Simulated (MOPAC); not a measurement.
MOPAC input (PM3):

```
PM3 1SCF CHARGE=-1 GEO-OK AUX(PRECISION=9) THREADS=1
C4H9

C     0.00313871 1    0.00322016 1    0.46466816 1
C     0.00177110 1    1.41418985 1   -0.05949539 1
H    -0.00580762 1    1.46685517 1   -1.19524775 1
H    -0.87855294 1    1.98317546 1    0.26908926 1
H     0.88819067 1    1.98046155 1    0.25717418 1
C     1.22363514 1   -0.70949310 1   -0.05303159 1
H     1.26834455 1   -0.74770811 1   -1.18850734 1
H     2.15786680 1   -0.22632205 1    0.26389091 1
H     1.27221630 1   -1.75500801 1    0.28046707 1
C    -1.22641294 1   -0.70572957 1   -0.03650824 1
H    -1.28655024 1   -0.74378352 1   -1.17127689 1
H    -1.27370326 1   -1.75109721 1    0.29763699 1
H    -2.15479637 1   -0.21969735 1    0.29297591 1
```

Output:

```
 *******************************************************************************
 **                                                                           **
 **                              MOPAC v23.2.5                                **
 **                                                                           **
 *******************************************************************************
 ** MOPAC's Digital Object Identifier: https://doi.org/10.5281/zenodo.6511958 **
 **                                                                           **
 ** Please cite the open-source release paper for use of this MOPAC version:  **
 ** J. E. Moussa and J. J. P. Stewart (2026)                                  **
 ** MOPAC: An open-source semiempirical molecular orbital program             **
 ** J. Open Source Softw., 11(119), 8025, https://doi.org/10.21105/joss.08025 **
 *******************************************************************************

                              PM3 CALCULATION RESULTS

 *******************************************************************************
 *  PM3        - The PM3 Hamiltonian to be used
 *  GEO-OK     - OVERRIDE INTERATOMIC DISTANCE AND OTHER SAFETY CHECKS
 *
 *
 *
 *                 CHARGE ON SYSTEM = -1
 *
 *
 *
 *  1SCF       - DO 1 SCF AND THEN STOP
 *  AUX        - OUTPUT AUXILIARY INFORMATION
 *******************************************************************************
PM3 1SCF CHARGE=-1 GEO-OK AUX(PRECISION=9) THREADS=1
 C4H9

   ATOM   CHEMICAL          X               Y               Z
  NUMBER   SYMBOL      (ANGSTROMS)     (ANGSTROMS)     (ANGSTROMS)

     1       C          0.00313871  *   0.00322016  *   0.46466816  *
     2       C          0.00177110  *   1.41418985  *  -0.05949539  *
     3       H         -0.00580762  *   1.46685517  *  -1.19524775  *
     4       H         -0.87855294  *   1.98317546  *   0.26908926  *
     5       H          0.88819067  *   1.98046155  *   0.25717418  *
     6       C          1.22363514  *  -0.70949310  *  -0.05303159  *
     7       H          1.26834455  *  -0.74770811  *  -1.18850734  *
     8       H          2.15786680  *  -0.22632205  *   0.26389091  *
     9       H          1.27221630  *  -1.75500801  *   0.28046707  *
    10       C         -1.22641294  *  -0.70572957  *  -0.03650824  *
    11       H         -1.28655024  *  -0.74378352  *  -1.17127689  *
    12       H         -1.27370326  *  -1.75109721  *   0.29763699  *
    13       H         -2.15479637  *  -0.21969735  *   0.29297591  *

          CARTESIAN COORDINATES

    NO.       ATOM           X           Y           Z

     1         C          0.0031      0.0032      0.4647
     2         C          0.0018      1.4142     -0.0595
     3         H         -0.0058      1.4669     -1.1952
     4         H         -0.8786      1.9832      0.2691
     5         H          0.8882      1.9805      0.2572
     6         C          1.2236     -0.7095     -0.0530
     7         H          1.2683     -0.7477     -1.1885
     8         H          2.1579     -0.2263      0.2639
     9         H          1.2722     -1.7550      0.2805
    10         C         -1.2264     -0.7057     -0.0365
    11         H         -1.2866     -0.7438     -1.1713
    12         H         -1.2737     -1.7511      0.2976
    13         H         -2.1548     -0.2197      0.2930

  H: (PM3): J. J. P. STEWART, J. COMP. CHEM. 10, 209 (1989).
  C: (PM3): J. J. P. STEWART, J. COMP. CHEM. 10, 209 (1989).

           Empirical Formula: C4 H9  =    13 atoms

      MOLECULAR POINT GROUP   :   C3v

      RHF CALCULATION, NO. OF DOUBLY OCCUPIED LEVELS = 13

 -------------------------------------------------------------------------------
 PM3 1SCF CHARGE=-1 GEO-OK AUX(PRECISION=9) THREADS=1
 C4H9

     1SCF WAS SPECIFIED, SO BFGS WAS NOT USED
     SCF FIELD WAS ACHIEVED

                              PM3 CALCULATION
                                                       MOPAC v23.2.5 Linux

          FINAL HEAT OF FORMATION =          7.86109 KCAL/MOL =      32.89079 KJ/MOL

          COSMO AREA              =        112.41 SQUARE ANGSTROMS
          COSMO VOLUME            =        100.10 CUBIC ANGSTROMS

          IONIZATION POTENTIAL    =          0.641028 EV
          HOMO LUMO ENERGIES (EV) =         -0.641  9.647
          NO. OF FILLED LEVELS    =         13
          MOLECULAR WEIGHT        =         57.1151         POINT GROUP:  C3v

          MOLECULAR DIMENSIONS (Angstroms)

            Atom       Atom       Distance
            H    13    H     8     4.31277
            H     9    H     4     3.73497
            H     3    C     1     1.64976

          SCF CALCULATIONS        =          1

   ATOM   CHEMICAL          X               Y               Z
  NUMBER   SYMBOL      (ANGSTROMS)     (ANGSTROMS)     (ANGSTROMS)

     1       C          0.00313871  *   0.00322016  *   0.46466816  *
     2       C          0.00177110  *   1.41418985  *  -0.05949539  *
     3       H         -0.00580762  *   1.46685517  *  -1.19524775  *
     4       H         -0.87855294  *   1.98317546  *   0.26908926  *
     5       H          0.88819067  *   1.98046155  *   0.25717418  *
     6       C          1.22363514  *  -0.70949310  *  -0.05303159  *
     7       H          1.26834455  *  -0.74770811  *  -1.18850734  *
     8       H          2.15786680  *  -0.22632205  *   0.26389091  *
     9       H          1.27221630  *  -1.75500801  *   0.28046707  *
    10       C         -1.22641294  *  -0.70572957  *  -0.03650824  *
    11       H         -1.28655024  *  -0.74378352  *  -1.17127689  *
    12       H         -1.27370326  *  -1.75109721  *   0.29763699  *
    13       H         -2.15479637  *  -0.21969735  *   0.29297591  *

                             CARTESIAN COORDINATES

   1    C        0.003138710     0.003220160     0.464668160
   2    C        0.001771100     1.414189850    -0.059495390
   3    H       -0.005807620     1.466855170    -1.195247750
   4    H       -0.878552940     1.983175460     0.269089260
   5    H        0.888190670     1.980461550     0.257174180
   6    C        1.223635140    -0.709493100    -0.053031590
   7    H        1.268344550    -0.747708110    -1.188507340
   8    H        2.157866800    -0.226322050     0.263890910
   9    H        1.272216300    -1.755008010     0.280467070
  10    C       -1.226412940    -0.705729570    -0.036508240
  11    H       -1.286550240    -0.743783520    -1.171276890
  12    H       -1.273703260    -1.751097210     0.297636990
  13    H       -2.154796370    -0.219697350     0.292975910

           Empirical Formula: C4 H9  =    13 atoms

      MOLECULAR POINT GROUP   :   C3v

                  EIGENVALUES
 -30.86986 -21.05813 -21.05813 -12.31008  -9.23186  -9.02243  -9.02243  -7.20454
  -7.20454  -6.82089  -5.77960  -5.77960  -0.64103   9.64680   9.66326   9.66326
  10.01975  10.01975  10.06968  10.09915  10.09915  10.35244  11.41801  12.13031
  12.13031

              NET ATOMIC CHARGES AND DIPOLE CONTRIBUTIONS

  ATOM NO.   TYPE          CHARGE      No. of ELECS.   s-Pop       p-Pop
    1          C          -0.707291        4.7073     1.39848     3.30881
    2          C           0.028947        3.9711     1.13286     2.83819
    3          H          -0.071799        1.0718     1.07180
    4          H          -0.027359        1.0274     1.02736
    5          H          -0.027359        1.0274     1.02736
    6          C           0.028947        3.9711     1.13286     2.83819
    7          H          -0.071799        1.0718     1.07180
    8          H          -0.027359        1.0274     1.02736
    9          H          -0.027359        1.0274     1.02736
   10          C           0.028947        3.9711     1.13286     2.83819
   11          H          -0.071799        1.0718     1.07180
   12          H          -0.027359        1.0274     1.02736
   13          H          -0.027359        1.0274     1.02736
 DIPOLE           X         Y         Z       TOTAL
 POINT-CHG.    -0.003    -0.003    -0.433     0.433
 HYBRID        -0.012    -0.012    -1.744     1.744
 SUM           -0.015    -0.015    -2.177     2.177

          ATOMIC ORBITAL ELECTRON POPULATIONS

     Atom    s        px        py        pz
    1  C   1.39848   0.88814   0.88814   1.53252
    2  C   1.13286   0.93097   0.99789   0.90933
    3  H   1.07180
    4  H   1.02736
    5  H   1.02736
    6  C   1.13286   0.98106   0.94785   0.90927
    7  H   1.07180
    8  H   1.02736
    9  H   1.02736
   10  C   1.13286   0.98138   0.94768   0.90913
   11  H   1.07180
   12  H   1.02736
   13  H   1.02736

 **********************
 *                    *
 * JOB ENDED NORMALLY *
 *                    *
 **********************

 == MOPAC DONE ==
```

The dipole moment of an ion depends on the origin.
